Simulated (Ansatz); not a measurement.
Steps of a relaxation of C2H4N2S, SMILES `NC(N)=C=S` with RKS PBE-D4/def2-SVP.

```sh
$ ansatz run in.yaml --threads 2 --pin off --events-out ev --progress --plain --max-ram 4352MiB
```

```yaml
crystal:
  periodic: [false, false, false]
  atoms:
    - {symbol: N, position_ang: [-1.207600, -0.286900, 0.450500]}
    - {symbol: C, position_ang: [-0.006900, 0.013900, -0.028700]}
    - {symbol: N, position_ang: [1.038300, -0.643500, 0.470500]}
    - {symbol: C, position_ang: [0.243200, 0.914700, -0.974800]}
    - {symbol: S, position_ang: [0.408500, 2.119700, -2.289000]}
    - {symbol: H, position_ang: [-1.989600, 0.030100, -0.221600]}
    - {symbol: H, position_ang: [-1.316600, -1.210600, 0.730300]}
    - {symbol: H, position_ang: [0.965200, -0.850500, 1.458900]}
    - {symbol: H, position_ang: [1.954200, -0.133100, 0.386700]}
basis:
  gaussian: {orbitals: def2-SVP}
hamiltonian: {xc: pbe, dispersion: d4}
relax: {f_tol: 0.03, max_steps: 200}
```

Positions (Å) and forces (eV/Å) along the path, 7 of 7 steps:

```xyz
9
step=1 energy=-15933.8009 eV
N    -1.208   -0.287    0.451   -4.404    2.493   -0.961
C    -0.007    0.014   -0.029    1.055    2.109   -2.114
N     1.038   -0.643    0.470    4.210   -1.570    1.493
C     0.243    0.915   -0.975   -0.133    4.587   -4.880
S     0.408    2.120   -2.289   -0.362   -3.537    3.883
H    -1.990    0.030   -0.222    1.245   -0.670    1.489
H    -1.317   -1.211    0.730   -0.395   -2.684    0.585
H     0.965   -0.851    1.459   -0.308   -0.119    0.830
H     1.954   -0.133    0.387   -0.907   -0.609   -0.325
9
step=2 energy=-15934.8218 eV
N    -1.243   -0.295    0.427   -1.573    0.529    0.001
C     0.002    0.033   -0.051    0.856    1.034   -1.047
N     1.073   -0.640    0.509    1.477   -0.662    0.891
C     0.233    0.948   -1.009   -0.228    2.155   -2.373
S     0.411    2.079   -2.231   -0.218   -2.066    2.276
H    -2.016    0.059   -0.170    0.442   -0.266    0.511
H    -1.361   -1.278    0.651   -0.029   -0.584   -0.137
H     0.997   -0.755    1.531   -0.167    0.164    0.029
H     1.994   -0.198    0.327   -0.560   -0.303   -0.151
9
step=3 energy=-15935.0634 eV
N    -1.253   -0.310    0.425   -0.083   -0.756    0.304
C     0.017    0.050   -0.058    0.324    0.239   -0.306
N     1.084   -0.644    0.560    0.242    0.089    0.655
C     0.214    0.964   -1.027   -0.529   -2.004    2.086
S     0.389    2.001   -2.144    0.377    1.862   -1.969
H    -2.018    0.119   -0.094   -0.138    0.066   -0.033
H    -1.373   -1.348    0.467    0.066    0.610   -0.201
H     1.021   -0.577    1.605    0.092    0.087   -0.658
H     2.008   -0.301    0.248   -0.350   -0.192    0.123
9
step=4 energy=-15935.1762 eV
N    -1.265   -0.373    0.417   -0.009   -0.405    0.021
C     0.014    0.022   -0.033    0.116    0.015   -0.015
N     1.094   -0.622    0.621    0.046    0.113    0.320
C     0.200    0.931   -1.002   -0.177   -0.497    0.495
S     0.395    1.993   -2.144    0.111    0.475   -0.489
H    -2.011    0.185   -0.008   -0.060   -0.060    0.033
H    -1.443   -1.391    0.284    0.095    0.477   -0.029
H     1.109   -0.427    1.645   -0.023   -0.013   -0.445
H     1.996   -0.365    0.202   -0.099   -0.104    0.110
9
step=5 energy=-15935.1934 eV
N    -1.264   -0.393    0.416   -0.044   -0.061   -0.016
C     0.014    0.017   -0.029    0.084    0.024   -0.019
N     1.091   -0.615    0.640    0.041    0.056    0.039
C     0.195    0.925   -0.999   -0.057   -0.050    0.034
S     0.397    1.998   -2.149    0.016    0.016   -0.007
H    -2.014    0.192    0.035    0.005   -0.081    0.033
H    -1.447   -1.392    0.223    0.029    0.156   -0.004
H     1.123   -0.372    1.644   -0.015   -0.010   -0.129
H     1.994   -0.406    0.200   -0.058   -0.050    0.069
9
step=6 energy=-15935.1945 eV
N    -1.260   -0.387    0.419    0.009   -0.057    0.011
C     0.016    0.024   -0.035   -0.032   -0.143    0.158
N     1.087   -0.614    0.637   -0.016    0.000    0.045
C     0.192    0.927   -1.002    0.033    0.175   -0.186
S     0.398    2.003   -2.149    0.002   -0.004    0.001
H    -2.026    0.178    0.044    0.025    0.023   -0.012
H    -1.429   -1.384    0.222   -0.010    0.004    0.008
H     1.111   -0.363    1.636    0.009   -0.011    0.000
H     1.999   -0.431    0.210   -0.020    0.013   -0.024
9
step=7 energy=-15935.1955 eV
N    -1.261   -0.392    0.419    0.006    0.004   -0.001
C     0.015    0.022   -0.031    0.001   -0.011    0.010
N     1.087   -0.613    0.641   -0.007    0.005   -0.006
C     0.192    0.928   -1.002    0.000    0.011   -0.010
S     0.399    2.002   -2.150    0.001   -0.003    0.002
H    -2.021    0.182    0.043    0.000   -0.002    0.001
H    -1.435   -1.387    0.218   -0.004   -0.003   -0.001
H     1.117   -0.361    1.639    0.004   -0.001    0.003
H     1.995   -0.428    0.205   -0.001   -0.001    0.002
```

It took 14 s on 2 threads of an Arm Neoverse V1 on a shared host, with 0.18 GiB of host memory at the peak.
